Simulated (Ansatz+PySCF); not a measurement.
The numbers below are computed, except where a source is named.
Input for PySCF 2.14.0:

```python
from pyscf import gto, scf, cc

mol = gto.M(atom="""
S 0.000000 0.000000 0.000000
H 1.635920 0.000000 1.372700
H -1.953260 0.000000 1.638980
""", basis='6-31g', charge=0, spin=0)
mf = scf.RHF(mol)
mf.kernel()
mycc = cc.CCSD(mf, frozen=5).run()
et = mycc.ccsd_t()
print(mf.e_tot, mycc.e_corr, et, mycc.e_tot + et)
```

The script is written out from the run's settings.

The run gave:

```yaml
Converged: yes
Reference_energy: -398.37068 hartree
CCSD_correlation_energy: -0.17027 hartree
Triples_correction: -0.00440 hartree
Total_energy: -398.54535 hartree
Spin_squared_of_the_determinant: 0.000
```

Caution: large amplitudes, a single reference is doubtful; an unrestricted determinant lies well below.
